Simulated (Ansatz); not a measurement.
The input, for Ansatz 0.2.0:

```yaml
crystal:
  periodic: [false, false, false]
  atoms:
    - {symbol: O, position_ang: [0.000000, 0.000000, 0.487924]}
    - {symbol: Mg, position_ang: [0.000000, 0.000000, -2.666723]}
    - {symbol: H, position_ang: [0.000000, 0.000000, 2.178799]}
basis:
  gaussian: {orbitals: 6-31G}
magnetization: {spin_polarized: false, initial_magnetization: 1}
correlation: {method: sc_nevpt2, electrons: outside_noble_gas, active_space: {window: {electrons: 9, orbitals: 9}, shells: [{species: H, l: s, shell: 1}, {species: Mg, l: s, shell: 3}, {species: Mg, l: p, shell: 3}, {species: O, l: s, shell: 2}, {species: O, l: p, shell: 2}]}}
```

```sh
$ ansatz run in.yaml --threads 1 --pin off --events-out ev --progress --plain --max-ram 2393MiB
```

Log:

```
427 factors; integrals over basis functions are off by at most 1.0e-7 eV
mean field evaluation 1: about -7467.5823 eV, gradient 5.4e1 eV
mean field evaluation 2: about -7467.5828 eV, gradient 5.4e1 eV
mean field evaluation 4: about -7472.7698 eV, gradient 3.3e1 eV
mean field evaluation 8: about -7476.1322 eV, gradient 4.4e-1 eV
mean field evaluation 16: about -7476.1367 eV, gradient 1.0e-6 eV
mean field evaluation 32: about -7478.1309 eV, gradient 8.5e-4 eV
mean field evaluation 64: about -7472.2484 eV, gradient 1.1e-6 eV
mean field evaluation 96: about -7473.1678 eV, gradient 3.4e0 eV
mean field evaluation 128: about -7460.4456 eV, gradient 4.2e1 eV
mean field -7478.13091927 eV, -274.8162424241 hartree, gradient 2.0e-6 eV, S^2 0.750000; 10 other end points of the search recorded, 0 dependent functions left out
reference -7478.13091927 eV, -274.8162424241 hartree; 11, 10 occupied and 13, 14 virtual orbitals, 427 factors
state -7481.28825613 eV, -274.9322724134 hartree
state -7481.28825613 eV, -274.9322724134 hartree; corrected -7482.72430060 eV, -274.9850460745 hartree
Total energy: -7482.72430060 eV, -274.9850460745 hartree
Checks for a lower state left out: starts, orbital_swaps
```

Natural occupations: 1.9993 1.9988 1.8521 1.7084 1.0001 0.2922 0.0519 0.0511 0.0461.

For the same geometry and basis full CI lies 464.4 meV lower.

Ran on 1 thread of Arm Neoverse V1, shared host: 4 s wall, 0.17 GiB peak host memory.
